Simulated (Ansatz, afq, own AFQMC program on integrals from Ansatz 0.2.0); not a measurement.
C2H4, singlet in cc-pVDZ, levels against CCSDT(Q)

```xyz
6

C     0.0000    0.0000    0.6615
C     0.0000    0.0000   -0.6615
H     0.0000    0.9232    1.2310
H     0.0000   -0.9232    1.2310
H     0.0000    0.9232   -1.2310
H     0.0000   -0.9232   -1.2310
```

Connectivity, by distances: CH2–CH2.

Basis cc-pVDZ. Only valence electrons are correlated. Ansatz 0.2.0 and our own AFQMC program on the same integrals; the CISD trial comes from CCSD amplitudes, and released means the phaseless constraint is let go. ± is one standard error of the sampling.

Determinant: RHF, the one that the program's search chose, which needn't be the lowest solution. The geometry is a PBE0/def2-TZVP stationary point of this or a neighbouring charge and spin state.

No full CI on the walks' own integrals is used here; CCSDT(Q) serves as the reference and is uncertain by about the last step of the cluster series.

- T1 diagnostic: 0.0098
- weight of the determinant in the CISD state: 0.881
- size of the correlated space: 12 electrons in 46 orbitals

Reference: CCSDT(Q), correlation energy -8.581 eV. The released energy is read at 1.50 1/Eh (meV from the phaseless value at times in 1/Eh: 9 ± 16 at 0.24, 9 ± 13 at 0.50, 28 ± 12 at 1.00, 1 ± 17 at 1.50).

| level | E − E(reference) (mEh) | share of correlation (%) |
| --- | --- | --- |
| HF | 315.34 | 0.00 |
| MP2 | 41.08 | 86.97 |
| CCSD | 10.91 | 96.54 |
| CCSD(T) | 1.24 | 99.61 |
| CCSDT | 0.61 | 99.81 |
| ph-AFQMC/CISD | -1.06 ± 0.56 | 100.34 |
| released AFQMC | -1.02 ± 0.64 | 100.32 |

A walk keeps the symmetry of its determinant, which the program's search chose and which needn't be the lowest solution, so a lower state of the same spin and another symmetry isn't excluded. Released energies are given only where the last usable release times agree within the noise; a slower fall can still hide under it.
